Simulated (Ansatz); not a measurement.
Geometry optimisation, RKS PBE0/def2-SVP (Ansatz 0.2.0).

input.yaml

```yaml
crystal:
  periodic: [false, false, false]
  atoms:
    - { symbol: C, position_ang: [-0.6489, 0.7388, -0.6193] }
    - { symbol: B, position_ang: [0.4878, -0.1745, -0.1929] }
    - { symbol: "N", position_ang: [0.2399, -1.2085, 0.8848] }
    - { symbol: H, position_ang: [-1.4727, 0.1835, -1.0038] }
    - { symbol: H, position_ang: [-0.3507, 1.4535, -1.4575] }
    - { symbol: H, position_ang: [-1.028, 1.4044, 0.237] }
    - { symbol: H, position_ang: [1.5689, -0.083, -0.724] }
    - { symbol: H, position_ang: [1.2197, -1.6884, 1.0355] }
    - { symbol: H, position_ang: [0.0725, -0.6721, 1.823] }
basis:
  gaussian: { orbitals: def2-SVP }
hamiltonian:
  xc: pbe0
relax:
  f_tol: 0.02
  max_steps: 40
```

Launched with:

```bash
$ ansatz run input.yaml --threads 1 --pin off --max-ram 2048MiB --backend cpu --events-out ev --progress --plain --runs-dir out
```

Where does it end, and by what steps?

The run converged. After 7 steps the energy has fallen by 1.145 eV; H7 moved furthest, 0.74 Å.

```tsv
step	energy less start (eV)	largest force component (eV/Å)	accepted
0	0.0000	3.539	yes
1	-0.5735	2.317	yes
2	-0.8949	1.294	yes
3	-1.0557	0.645	yes
4	-1.1249	0.221	yes
5	-1.1429	0.083	yes
6	-1.1450	0.025	yes
7	-1.1452	0.016	yes
```

```xyz
9
Properties=species:S:1:pos:R:3
C -0.670 0.762 -0.592
B 0.458 -0.282 -0.252
N 0.595 -0.848 1.015
H -1.295 0.389 -1.421
H -0.221 1.701 -0.958
H -1.333 1.006 0.253
H 1.255 -0.634 -1.100
H 1.312 -1.522 1.246
H -0.012 -0.619 1.792
```

Whether the end is a true minimum wasn't checked by a vibrational analysis.

Run time: 20 s on 1 thread of Arm Neoverse V1 (shared host), peak memory 0.14 GiB.
